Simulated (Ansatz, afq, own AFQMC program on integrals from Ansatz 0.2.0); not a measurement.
# Where AFQMC and coupled cluster stand for ZrF, quartet

```yaml
atoms:
  - { symbol: Zr, position_ang: [0.0000, 0.0000, 0.0000] }
  - { symbol: F, position_ang: [0.0000, 0.0000, 2.2860] }
```

Basis def2-SVP with its core potentials. Noble-gas cores (and the filled d shells of Ga–Kr and In–Xe) are frozen. Ansatz 0.2.0 and our own AFQMC program on the same integrals; the CISD trial comes from CCSD amplitudes, and released means the phaseless constraint is let go. Uncertainties: one standard error, sampling alone. No spin–orbit coupling. The metal's outer-core s and p shells are frozen, which shifts wave-function levels against functionals.

Determinant: UHF, the one that the program's search chose, which needn't be the lowest solution. The geometry is a point of a scan.

No full CI on the walks' own integrals is used here; CCSDT(Q) serves as the reference and is uncertain by about the last step of the cluster series.

Cautions: no spin-orbit coupling; outer-core shells of the metal frozen; lower spins were not checked; higher spins were not checked.

- T1 diagnostic: 0.0316
- weight of the determinant in the CISD state: 0.918
- ⟨S²⟩ of the determinant: 3.755
- size of the correlated space: 11 electrons in 40 orbitals

| level | correlation energy (eV) |
| --- | --- |
| MP2 | -6.0663 |
| CCSD | -6.1953 |
| CCSD(T) | -6.3197 |

(1) Estimate where phaseless AFQMC with the Hartree–Fock trial lies against CCSD(T) on the same integrals.

(1) 3.04 ± 1.93 kcal/mol below CCSD(T). The gap is under twice the noise, so this walk alone can't tell the two apart.

Reference: CCSDT(Q), correlation energy -6.355 eV. The released energy is read at 1.20 1/Eh, later times being too noisy (meV from the phaseless value at times in 1/Eh: -9 ± 28 at 0.60, -25 ± 37 at 1.20, 32 ± 124 at 2.00, 74 ± 157 at 3.00, 238 ± 254 at 4.20).

```json
{"level": "CCSD(T)", "E − E(reference) (kcal/mol)": "0.80", "share of correlation (%)": "99.45"}
{"level": "CCSDT", "E − E(reference) (kcal/mol)": "0.48", "share of correlation (%)": "99.67"}
{"level": "ph-AFQMC/HF", "E − E(reference) (kcal/mol)": "-2.24 ± 1.93", "share of correlation (%)": "101.53"}
{"level": "ph-AFQMC/CISD", "E − E(reference) (kcal/mol)": "0.44 ± 0.44", "share of correlation (%)": "99.70"}
{"level": "released AFQMC", "E − E(reference) (kcal/mol)": "-0.14 ± 0.86", "share of correlation (%)": "100.10"}
```

Released energies are given only where the last usable release times agree within the noise; a slower fall can still hide under it.
